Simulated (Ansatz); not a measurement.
# Which is lower?

Two relaxed structures of CH$_{6}$Al$_{2}$, singlet (PBE0-D4/def2-TZVP; forces vanish, vibrations not checked).

A:

```xyz
9
angstrom
C -0.5563 1.5384 -0.6853
Al 0.2232 -0.2613 -0.6961
Al 0.5312 -1.7335 1.4182
H 0.1391 2.2528 -1.1399
H -1.4597 1.5541 -1.3060
H -0.8239 1.9100 0.3056
H 0.6799 -0.8196 -2.1250
H 1.8602 -1.6922 2.3040
H -0.5937 -2.7487 1.9247
```

B:

```
atom    x (Å)    y (Å)    z (Å)
  C1  -0.2220  -0.2055  -0.5766
 Al2  -0.2424   1.7085  -0.2859
 Al3   0.3156  -1.3522   0.8877
  H4   1.0502   2.5761  -0.6026
  H5  -1.2422  -0.4994  -0.8548
  H6  -1.5421   2.4105   0.2988
  H7   0.4669  -0.3977  -1.4088
  H8   1.8473  -1.7236   1.0879
  H9  -0.7706  -1.8994   1.9098
```

Computed with Ansatz 0.2.0 (basis: def2-TZVPP); correlated methods freeze the cores. B3LYP uses VWN-RPA correlation.

Question: Which structure is lower at CCSD(T), and by how much? (An estimate is asked for; the value comes from the calculation.)

Answer: Computed: B, by 24.8 kJ/mol (electronic energy, against the other). By their contacts, A is CH₆Al₂ ([CH3][AlH][AlH2]) and B is CH₆Al₂ ([AlH2][CH2][AlH2]).

All methods give the same order:

```
   method  E(B) − E(A) (kJ/mol)
   PBE-D4                 -15.0
r2SCAN-D4                 -27.4
  PBE0-D4                 -16.8
 B3LYP-D4                 -25.7
  wB97M-V                 -36.6
       HF                 -21.8
      MP2                 -36.0
     CCSD                 -23.3
  CCSD(T)                 -24.8
```

The T1 diagnostic stays at or below 0.011.

Labels in which every atom is bracketed show which atoms are joined, not bond orders.

For scale, one of the runs: CCSD(T)/def2-TZVPP, 199 basis functions, launched by `ansatz run in.yaml --threads 2 --pin off --events-out ev --progress --plain --max-ram 4352MiB`. The run took 33 s on 2 CPU threads of an Arm Neoverse V2 (shared host), with 2.1 GiB of host memory at its peak.
